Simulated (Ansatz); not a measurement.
**CH2O2S (SMILES O=COS): functionals against CCSD(T) at one geometry**

One table from this session's results is given with a row withheld; the runs are named, their logs left out.

Method: single points in def2-TZVPP; program: Ansatz 0.2.0, Gaussian basis.

Correlated methods freeze the cores.

## The system as given

SMILES `O=COS`, 6 atoms, charge 0, spin multiplicity 1.

Atoms are counted from 1 here; the program's logs count them from 0.

Bond lengths: O1–C2 1.241 Å, C2–O3 1.279 Å, O3–S4 1.750 Å, S4–H6 1.145 Å. Angles: O1–C2–O3 144.7°, C2–O3–S4 107.4°, O3–S4–H6 93.2°.

Geometry (Å):

```
atom    x (Å)    y (Å)    z (Å)
  O1   0.9032  -1.5486   0.4632
  C2   0.8546  -0.3784   0.0516
  O3   0.0788   0.6037  -0.2141
  S4  -1.5414   0.1320   0.2480
  H5   2.1057   0.1601  -0.1480
  H6  -2.0084   1.0901  -0.1705
```

The first run:

The input, run/in.yaml:

```yaml
crystal:
  periodic: [false, false, false]
  atoms:
    - {symbol: O, position_ang: [0.903200, -1.548600, 0.463200]}
    - {symbol: C, position_ang: [0.854600, -0.378400, 0.051600]}
    - {symbol: O, position_ang: [0.078800, 0.603700, -0.214100]}
    - {symbol: S, position_ang: [-1.541400, 0.132000, 0.248000]}
    - {symbol: H, position_ang: [2.105700, 0.160100, -0.148000]}
    - {symbol: H, position_ang: [-2.008400, 1.090100, -0.170500]}
basis:
  gaussian: {orbitals: def2-TZVPP}
correlation: {method: ccsd_t}
output: {forces: true}
```

The command line of these runs was not kept.

Among the steps run: CCSD(T)/def2-TZVPP; PBE0-D4/def2-TZVPP; wB97M-V/def2-TZVPP; r2SCAN-D4/def2-TZVPP; PBE-D4/def2-TZVPP; r2SCAN0-D4/def2-TZVPP; CAM-B3LYP-D4/def2-TZVPP.

One of the session's tables, all rows but one given; the rest of the session is left out.

```
      method  RMS force component (eV/Å)  angle to CCSD(T) forces (°)  dipole (D)
     CCSD(T)                       3.874                    reference        3.02
     PBE0-D4                       3.892                          4.9        3.02
     wB97M-V                       3.913                          3.4        3.16
   r2SCAN-D4                       3.803                          4.5        2.88
      PBE-D4                       3.768                          6.1        2.75
  r2SCAN0-D4                           ?                            ?           ?
CAM-B3LYP-D4                       3.913                          4.6        3.17
```

Q: Estimate the row for r2SCAN0-D4 from the others.

**Answer.** RMS force component (eV/Å): 3.920; angle to CCSD(T) forces (°): 6.5; dipole (D): 3.09. In the column «RMS force component (eV/Å)» it is the highest.
